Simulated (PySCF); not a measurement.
## How far each method lies from full CI for PH⁺, doublet

Geometry: that of the PH, singlet, kept fixed.

```xyz
2

P     0.0000    0.0000    0.0000
H     0.0000    0.0000    1.4274
```

Basis aug-cc-pVDZ; PySCF 2.14.0. Correlated methods freeze the noble-gas cores, which leaves 5 electrons in 31 orbitals. R marks a restricted (for open shells ROHF) determinant, U an unrestricted one.

Full CI is exact within this basis and frozen core; it isn't the basis-set limit. The frozen core follows each run's orbitals, which can shift R against U totals by a few meV.

```
UHF ⟨S²⟩                          : 0.764
T1 diagnostic (ROHF- or RHF-based CCSD)             : 0.0207
largest doubles amplitude (ROHF- or RHF-based CCSD) : 0.073
T1 diagnostic (UCCSD)             : 0.0146
```

| level | E − E(RHF) (eV) |
| --- | --- |
| UHF | -0.1343 |
| RMP2 | -2.1174 |
| UMP2 | -2.1086 |
| RCCSD | -2.8148 |
| UCCSD | -2.8186 |
| RCCSD(T) | -2.8697 |
| UCCSD(T) | -2.8705 |

Task: Estimate how far full CI in aug-cc-pVDZ lies from RCCSD(T). The table doesn't fix it; the size of (T) and the diagnostics are the guide.

Result: Full CI in aug-cc-pVDZ lies 0.41 kcal/mol below RCCSD(T), which is 32 % of the (T) step (-1.27 kcal/mol). The diagnostics give no warning, yet the rest is a sizeable part of (T).

The other levels:

```json
{"level": "RCCSDT", "E − E(full CI) (kcal/mol)": "0.05", "share of correlation (%)": "99.93", "wall time": "11 s"}
{"level": "UCCSDT", "E − E(full CI) (kcal/mol)": "0.03", "share of correlation (%)": "99.95", "wall time": "10 s"}
```

The correlation energy at full CI, counted from RHF, is -2.888 eV. Full CI, over all symmetries tried, took 2.6 min on 1 thread of Arm Neoverse V1, shared host; the state has 522,431 determinants.

Times are those of the correlated step on a shared host, with one SCF added for the restricted CCSD run; they ran on 1 thread of Arm Neoverse V1.

The full-CI state has the irrep B1 of C2v, in the program's axes (one component, if the state is degenerate).

Natural occupations of full CI about the gap: 1.954 1.910 0.987 0.054 0.035 0.013 0.010 0.009 0.009 0.005; effectively unpaired electrons, Σ n²(2−n)², 1.05.
